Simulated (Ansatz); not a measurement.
Energy needed to pull apart CH2NO (SMILES N[C]=O), doublet, into free ground-state atoms, from the structure below (displaced at random from a GFN2-xTB minimum); no zero-point or spin–orbit terms; open-shell atoms are treated unrestricted, in their ground-state multiplicity.

```tsv
atom	x (Å)	y (Å)	z (Å)
N1	-0.4018	0.3463	-0.2125
C2	0.8038	-0.3280	0.0808
O3	1.1083	-1.0558	0.9794
H4	-0.3371	0.9475	-1.0559
H5	-1.2656	0.1363	0.2101
```

Program: Ansatz 0.2.0. Basis: def2-TZVPP. Cores are frozen in the correlated methods; orbitals are unrestricted.

```tsv
method	atomization energy (kJ/mol)
PBE-D4	?
r2SCAN-D4	1962
B97M-V	1944
PBE0-D4	?
HSE06-D4	1968
wB97M-V	1955
HF	1218
MP2	1932
CCSD	1816
CCSD(T)	1867
```

(1) What does PBE0-D4 give? (Judge from chemistry; the value comes from the calculation.)

(2) What does PBE-D4 give? (To be estimated.)

T1 diagnostic: at most 0.021. ⟨S²⟩ of the unrestricted Hartree–Fock references: 0.76 (a pure state has 0.75).

Results:

(1) By the calculation: 1965 kJ/mol, which is about 98 kJ/mol more than CCSD(T)/def2-TZVPP.

(2) The calculation gives: 2065 kJ/mol, which is about 199 kJ/mol more than CCSD(T)/def2-TZVPP.

In triple zeta the MP2 and coupled-cluster atomization energies are still short of their basis limit by a few kcal/mol a bond, whereas those of the functionals are nearly converged, so these differences are not deviations from converged CCSD(T).

For scale, one of the runs: CCSD(T)/def2-TZVPP forces, 121 basis functions (an equivalent command: `ansatz run in.yaml --threads 4`). Time: 73 s of wall clock on 4 CPU threads; the host was shared. Peak host memory: 2.2 GiB.
